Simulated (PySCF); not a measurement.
# How exact exchange moves a shielding

Molecule: SMILES S=C=S, CS2.

Geometry:
```json
{"atom": "S1", "x (Å)": "-1.560", "y (Å)": "0.123", "z (Å)": "0.007"}
{"atom": "C2", "x (Å)": "-0.005", "y (Å)": "0.071", "z (Å)": "-0.007"}
{"atom": "S3", "x (Å)": "1.549", "y (Å)": "0.019", "z (Å)": "-0.021"}
```

GIAO shieldings (ppm, equivalent atoms averaged) in PySCF 2.14 on the PBE0-D3(BJ)/def2-SVP geometry, basis pcSseg-2, gas phase, non-relativistic:

| functional | exact exchange (%) | σ(C2) |
| --- | --- | --- |
| BLYP | 0 | -26.3 |
| BP86 | 0 | -19.3 |
| PBE | 0 | -18.7 |
| B3LYP | 20 | -35.7 |
| PBE0 | 25 | -30.2 |
| BHandHLYP | 50 | -48.4 |
| HF | 100 | -62.9 |

Q: Fit each shielding as a line in the percentage of exact exchange.

A: σ(C2) = -22.6 − 0.43 x (rms 3.7 ppm). The functionals also differ in their semilocal parts, which the line can't hold; Hartree–Fock has no correlation at all.

Q: What does the line predict for mPW1PW91 (25 %), and what does the run give?

A: σ(C2): -33.4 predicted, -31.7 computed ppm.
